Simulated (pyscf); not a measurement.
ethyl (•H₂C–CH₃) + ammonia (NH₃) -> ethane (H₃C–CH₃) + amino radical (NH₂•), a hydrogen abstraction (doublet surface; H–N broken, C–H formed). Single points on ωB97X-D3(BJ)/def2-SVP structures (PySCF, gas phase). Correlated levels are frozen-core, on RHF or UHF. ΔMP2 is the change of the MP2 total energy from the triple- to the quadruple-zeta basis. Energies in kcal/mol from the separated reactants.

Small-basis levels: PySCF, no dispersion term, spherical d functions. Open shells are spin-unrestricted. 

**Question.** In single points B3LYP/6-31G* puts the saddle at 11.8 kcal/mol and the reaction energy at +2.0 kcal/mol. Should these be trusted to within a few kcal/mol? Compare with CCSD(T)/def2-TZVPP + ΔMP2(QZVPP).

**Answer.** CCSD(T)/def2-TZVPP + ΔMP2(QZVPP) gives ΔE‡ = 17.9 kcal/mol and ΔE = +6.1 kcal/mol. B3LYP/6-31G* lies 6.2 kcal/mol under it in the barrier and 4.1 kcal/mol under it in the reaction energy, so on this step it does not hold to within 3.0 kcal/mol. CCSD(T)/def2-TZVPP + ΔMP2(QZVPP) has limits of its own. This is the saddle that the search found; another between the same sides may lie lower. The angle at the transferred H is 166°. The CCSD(T) − MP2 part came from Ansatz, without density fitting, on the same reference.
